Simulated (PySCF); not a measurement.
PySCF input (PBE/pcseg-3):

```python
import numpy as np, basis_set_exchange as bse
from pyscf import gto, scf, dft, df, tdscf

basis = {'H': gto.basis.parse(bse.get_basis('pcseg-3', elements=['H'], fmt='nwchem')), 'Si': gto.basis.parse(bse.get_basis('pcseg-3', elements=['Si'], fmt='nwchem'))}
mol = gto.M(
    atom='''
    Si    0.00522298    0.00088878    0.13274662
    H    -0.03423424    1.08488138   -0.93662313
    H    -0.03888754   -1.09732424   -0.92182957
    ''',
    basis=basis,
    charge=0,
    verbose=4,
    max_memory=2160,
)
mf = dft.RKS(mol, xc='pbe')
mf.grids.level = 3
mf = mf.density_fit(auxbasis=df.autoaux(mol))
mf.conv_tol = 1e-9
mf.max_cycle = 100
print('smallest overlap eigenvalue', np.linalg.eigvalsh(mol.intor('int1e_ovlp'))[0])
mf.kernel()
dip = mf.dip_moment()
td = tdscf.TDA(mf)
td.nstates = 4
td.kernel()
td.analyze()
osc = td.oscillator_strength()
```

Output:

```
PySCF version 2.14.0

[INPUT] verbose = 4
[INPUT] num. atoms = 3
[INPUT] num. electrons = 16
[INPUT] charge = 0
[INPUT] spin (= nelec alpha-beta = 2S) = 0
[INPUT] symmetry False subgroup None
[INPUT] Mole.unit = angstrom
[INPUT] Symbol           X                Y                Z      unit          X                Y                Z       unit  Magmom
[INPUT]  1 Si     0.005222980000   0.000888780000   0.132746620000 AA    0.009870001754   0.001679550785   0.250854755762 Bohr   0.0
[INPUT]  2 H     -0.034234240000   1.084881380000  -0.936623130000 AA   -0.064693337683   2.050128685840  -1.769961197633 Bohr   0.0
[INPUT]  3 H     -0.038887540000  -1.097324240000  -0.921829570000 AA   -0.073486800258  -2.073642283447  -1.742005420826 Bohr   0.0

nuclear repulsion = 9.96999111410068
number of shells = 40
number of NR pGTOs = 182
number of NR cGTOs = 130
basis = {'H': [[0, [765.363, 0.000337953], [114.768, 0.00262513], [26.1385, 0.0137591], [7.41801, 0.057093], [2.43212, 0.192568], [0.880001, 0.5]], [0, [0.338438, 1.0]], [0, [0.134045, 1.0]], [0, [0.0520726, 1.0]], [1, [6.5, 1.0]], [1, [1.55, 1.0]], [1, [0.55, 1.0]], [1, [0.2, 1.0]], [2, [1.95, 1.0]], [2, [0.65, 1.0]], [3, [2.2, 1.0]]], 'Si': [[0, [748049.0, 2.3776e-05], [112062.0, 0.000184772], [25509.9, 0.000970572], [7227.75, 0.00408363], [2358.72, 0.0147048], [851.714, 0.0464497], [332.27, 0.127231], [137.07, 0.290698], [59.2351, 0.492331], [26.4202, 0.5], [11.8097, 0.19784]], [0, [202.163, -0.00544356], [63.3804, -0.0406269], [24.0063, -0.11111], [4.81496, 0.343134], [2.11034, 0.5]], [0, [2.87776, 0.217578], [1.03765, 0.5]], [0, [0.455439, 1.0]], [0, [0.187219, 1.0]], [0, [0.0734028, 1.0]], [1, [2503.18, 0.000160765], [593.277, 0.00141088], [192.197, 0.0079072], [72.0058, 0.033941], [30.2048, 0.102547], [13.5441, 0.247831], [6.26317, 0.428543], [2.92641, 0.5], [1.36081, 0.338283]], [1, [5.75389, -0.0293192], [0.618054, 0.5]], [1, [0.269535, 1.0]], [1, [0.109487, 1.0]], [1, [0.0414472, 1.0]], [2, [6.66, 1.0]], [2, [1.75, 1.0]], [2, [0.52, 1.0]], [2, [0.19, 1.0]], [3, [1.15, 1.0]], [3, [0.38, 1.0]], [4, [0.65, 1.0]]]}
ecp = {}
ETB for Si: l = 0, exps = 0.0828944 * 1.8^n , n = 0..18
ETB for Si: l = 1, exps = 0.0828944 * 1.8^n , n = 0..15
ETB for Si: l = 2, exps = 0.0828944 * 1.8^n , n = 0..14
ETB for Si: l = 3, exps = 0.2314472 * 2.2^n , n = 0..7
ETB for Si: l = 4, exps = 0.38 * 2.2^n , n = 0..7
ETB for Si: l = 5, exps = 0.5700000000000001 * 2.3^n , n = 0..4
ETB for H: l = 0, exps = 0.1041452 * 1.8^n , n = 0..14
ETB for H: l = 1, exps = 0.2520726 * 2^n , n = 0..6
ETB for H: l = 2, exps = 0.4 * 2.2^n , n = 0..5
ETB for H: l = 3, exps = 0.8500000000000001 * 2.2^n , n = 0..3
ETB for H: l = 4, exps = 1.3 * 2.2^n , n = 0..3
smallest overlap eigenvalue 0.0006929532692515293

******** <class 'pyscf.df.df_jk.DFRKS'> ********
method = DFRKS
initial guess = minao
damping factor = 0
level_shift factor = 0
DIIS = <class 'pyscf.scf.diis.CDIIS'>
diis_start_cycle = 1
diis_space = 8
diis_damp = 0
SCF conv_tol = 1e-09
SCF conv_tol_grad = None
SCF max_cycles = 100
direct_scf = False
XC library pyscf.dft.libxc version 7.1.2
    S. Lehtola, C. Steigemann, M. J. T. Oliveira, and M. A. L. Marques,  SoftwareX 7, 1–5 (2018)
XC functionals = pbe
    J. P. Perdew, K. Burke, and M. Ernzerhof,  Phys. Rev. Lett. 77, 3865 (1996)
    J. P. Perdew, K. Burke, and M. Ernzerhof,  Phys. Rev. Lett. 78, 1396 (1997)
    J. P. Perdew, K. Burke, and M. Ernzerhof,  Phys. Rev. Lett. 77, 3865 (1996)
    J. P. Perdew, K. Burke, and M. Ernzerhof,  Phys. Rev. Lett. 78, 1396 (1997)
radial grids:
    Treutler-Ahlrichs [JCP 102, 346 (1995); DOI:10.1063/1.469408] (M4) radial grids

becke partition: Becke, JCP 88, 2547 (1988); DOI:10.1063/1.454033
pruning grids: <function nwchem_prune>
grids dens level: 3
symmetrized grids: False
atomic radii adjust function: <function treutler_atomic_radii_adjust>
small_rho_cutoff = 0
Set gradient conv threshold to 3.16228e-05
Initial guess from minao.
tot grids = 38800
init E= -290.317425665835
  HOMO = -0.229451584360053  LUMO = -0.146136766479678  gap/eV = 2.26711
cycle= 1 E= -290.461678798624  delta_E= -0.144  |g|= 0.184  |ddm|= 1.06
  HOMO = -0.213744965236348  LUMO = -0.152158842097187  gap/eV = 1.67584
cycle= 2 E= -290.464772753725  delta_E= -0.00309  |g|= 0.119  |ddm|= 0.27
  HOMO = -0.209609190294074  LUMO = -0.145213784392027  gap/eV = 1.75229
cycle= 3 E= -290.46898644732  delta_E= -0.00421  |g|= 0.0285  |ddm|= 0.206
  HOMO = -0.21491939527527  LUMO = -0.148780545979136  gap/eV = 1.79973
cycle= 4 E= -290.46932964807  delta_E= -0.000343  |g|= 0.00122  |ddm|= 0.0651
  HOMO = -0.214795265382541  LUMO = -0.148614869313786  gap/eV = 1.80086
cycle= 5 E= -290.469329754673  delta_E= -1.07e-07  |g|= 0.000191  |ddm|= 0.000876
  HOMO = -0.214744853620427  LUMO = -0.148580976889896  gap/eV = 1.80041
cycle= 6 E= -290.469329773298  delta_E= -1.86e-08  |g|= 1.49e-05  |ddm|= 0.00053
  HOMO = -0.214745685811369  LUMO = -0.148581981957793  gap/eV = 1.80041
cycle= 7 E= -290.469329773394  delta_E= -9.58e-11  |g|= 2.75e-06  |ddm|= 3.31e-05
  HOMO = -0.214746071217657  LUMO = -0.148582179317618  gap/eV = 1.80041
Extra cycle  E= -290.469329773396  delta_E= -1.65e-12  |g|= 2.96e-06  |ddm|= 8.21e-06
converged SCF energy = -290.469329773396
Dipole moment(X, Y, Z, Debye): -0.00649, -0.00111, -0.16554

******** <class 'pyscf.tdscf.rks.TDA'> for <class 'pyscf.df.df_jk.DFRKS'> ********
nstates = 4 singlet
deg_eia_thresh = 1.000e-03
wfnsym = None
conv_tol = 1e-05
eigh lindep = 1e-12
eigh level_shift = 0
eigh max_cycle = 100
chkfile = tmpdqdz9lle

Excitation energies (eV)
[2.43327745 4.09626026 5.97832764 6.56782365]

** Singlet excitation energies and oscillator strengths **
Excited State   1:      2.43328 eV    509.54 nm  f=0.0230
       8 -> 9         0.69969
Excited State   2:      4.09626 eV    302.68 nm  f=0.0000
       7 -> 9        -0.70657
Excited State   3:      5.97833 eV    207.39 nm  f=0.2274
       8 -> 11       -0.70185
Excited State   4:      6.56782 eV    188.78 nm  f=0.2156
       8 -> 10        0.64946
       8 -> 13       -0.17857
       8 -> 16        0.13518

** Transition electric dipole moments (AU) **
state          X           Y           Z        Dip. S.      Osc.
  1         0.6208     -0.0015     -0.0244      0.3860      0.0230
  2         0.0000     -0.0000      0.0000      0.0000      0.0000
  3         0.0490      0.0083      1.2451      1.5527      0.2274
  4         0.0025      1.1575     -0.0078      1.3400      0.2156

** Transition velocity dipole moments (imaginary part, AU) **
state          X           Y           Z        Dip. S.      Osc.
  1        -0.0633      0.0002      0.0025      0.0040      0.0299
  2        -0.0000     -0.0000     -0.0000      0.0000      0.0000
  3         0.0097      0.0017      0.2473      0.0612      0.1858
  4         0.0003      0.1424     -0.0010      0.0203      0.0560

** Transition magnetic dipole moments (imaginary part, AU) **
state          X           Y           Z
  1        -0.0029     -1.3449      0.0091
  2        -0.0471     -0.0080     -1.1971
  3         0.0000     -0.0000      0.0000
  4         0.8275     -0.0020     -0.0325
```
